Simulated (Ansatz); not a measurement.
A nudged elastic band was laid between two geometries of BH4N + ClH (8 atoms, charge 0, multiplicity 1).

All numbers below come from RKS LDA/6-31G* (Ansatz).

```yaml
movable_images: 5
climbing_image: yes
spring: 5.0 eV/Å²
optimiser: quadratic models (default)
start_path: through a guess of the saddle point
force_threshold: 0.03 eV/Å
iteration_limit: 60
end_points: relaxed
```

Image 0:

```xyz
8
Properties=species:S:1:pos:R:3
B 0.054 -0.399 0.182
N 0.008 -0.067 1.544
H -0.840 -0.181 2.108
H 0.854 0.043 2.111
H 1.122 -0.376 -0.376
H -0.982 -0.656 -0.379
Cl -0.405 3.061 1.458
H -0.230 1.737 1.347
```

Image 6:

```xyz
8
Properties=species:S:1:pos:R:3
B 0.009 0.437 0.196
N -0.141 0.169 1.772
H -0.307 -0.829 1.979
H 0.715 0.477 2.261
H 0.978 -0.197 -0.172
H -1.047 0.115 -0.310
Cl 0.296 2.264 0.121
H -0.924 0.727 2.148
```

**Question.** What changes between the two ends?

**Answer.** Bonds broken: Cl7–H8. Bonds formed: B1–Cl7, N2–H8. BH4N + ClH becomes BClH5N.

**Question.** What energy profile does the band end with?

**Answer.** The forces met the threshold. The highest image is number 2 of 0 to 6, 0.31 eV above the first end and 1.35 eV above the last; the last end lies 1.04 eV below the first. A vibrational analysis at the climbing image gives one clearly imaginary mode, 684i cm⁻¹: a first-order saddle point. The orbitals stay closed-shell, which can raise the energy where a bond breaks towards radicals; this wasn't checked here.

```json
{"image": "0", "path coordinate (Å)": "0.00", "energy (eV)": "0.00", "Cl7–H8 (Å)": "1.34", "B1–Cl7 (Å)": "3.72", "N2–H8 (Å)": "1.83"}
{"image": "1", "path coordinate (Å)": "0.77", "energy (eV)": "0.03", "Cl7–H8 (Å)": "1.34", "B1–Cl7 (Å)": "3.25", "N2–H8 (Å)": "1.85"}
{"image": "2", "path coordinate (Å)": "1.54", "energy (eV)": "0.31", "Cl7–H8 (Å)": "1.49", "B1–Cl7 (Å)": "2.52", "N2–H8 (Å)": "1.42"}
{"image": "3", "path coordinate (Å)": "2.11", "energy (eV)": "-0.54", "Cl7–H8 (Å)": "1.90", "B1–Cl7 (Å)": "2.03", "N2–H8 (Å)": "1.08"}
{"image": "4", "path coordinate (Å)": "2.69", "energy (eV)": "-0.95", "Cl7–H8 (Å)": "2.45", "B1–Cl7 (Å)": "1.86", "N2–H8 (Å)": "1.04"}
{"image": "5", "path coordinate (Å)": "3.27", "energy (eV)": "-1.01", "Cl7–H8 (Å)": "2.61", "B1–Cl7 (Å)": "1.85", "N2–H8 (Å)": "1.03"}
{"image": "6", "path coordinate (Å)": "3.84", "energy (eV)": "-1.04", "Cl7–H8 (Å)": "2.82", "B1–Cl7 (Å)": "1.85", "N2–H8 (Å)": "1.03"}
```

**Question.** What is the geometry of the highest image?

**Answer.** 
```xyz
8
Properties=species:S:1:pos:R:3:forces:R:3
B 0.001 -0.003 0.276 0.00 0.00 0.00
N -0.003 0.006 1.748 0.00 0.00 0.01
H -0.816 -0.359 2.254 0.00 0.00 0.00
H 0.874 -0.136 2.259 0.00 0.00 0.00
H 1.067 0.027 -0.276 0.00 0.00 0.00
H -1.036 -0.247 -0.278 0.00 0.00 0.00
Cl -0.324 2.484 0.504 0.00 -0.01 0.01
H -0.184 1.390 1.509 0.00 0.01 -0.01
```

**Question.** What are the harmonic wavenumbers there?

**Answer.** 684i, 270, 401, 577, 592, 703, 713, 942, 1052, 1091, 1123, 1208, 1331, 1574, 2590, 2701, 3455, 3553 cm⁻¹.

Run time: 44 s on 1 thread of Arm Neoverse V2 (shared host), peak memory 0.11 GiB.
